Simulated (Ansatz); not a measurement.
Compare A (`C1CCCCC1`) with its isomer B (`CC/C=C\CC`).

Computed with Ansatz on PBE0-D4/def2-TZVP structures; ΔE is electronic, products minus reactants. CCSD(T)/CBS adds triple-zeta CCSD(T) − MP2 to the extrapolated MP2 energy (def2 sets, frozen cores). Functionals use def2-TZVPP. B3LYP here is the variant with VWN-RPA as its local correlation; programs differ in this. One conformer a species, not always the lowest.

Task: Which is lower in electronic energy at CCSD(T)/CBS, and by how much? (Estimate.)

Result: Computed: A, by 59.3 kJ/mol.

Task: Give E(B) − E(A) in kJ/mol with B3LYP-D4, PBE-D4, B2PLYP, CCSD/def2-TZVPP, ωB97M-V, CCSD(T)/def2-TZVPP, B3LYP. (Estimate.)

Result: Computed: B3LYP-D4 44.2, PBE-D4 55.6, B2PLYP 46.0, CCSD/def2-TZVPP 61.1, ωB97M-V 62.9, CCSD(T)/def2-TZVPP 60.1, B3LYP 34.4. None reverses the order clearly.

Largest T1 diagnostic: 0.009.

The D4 term adds +9.8 kJ/mol with B3LYP and +4.8 kJ/mol with PBE0; it sums over pairs of atoms, weighted by their polarisabilities, and B3LYP, whose exchange is more repulsive, gets the larger term. From PBE to PBE0 (25 % exact exchange), in def2-TZVPP and without D4, E(B) − E(A) moves by +14.1 kJ/mol.
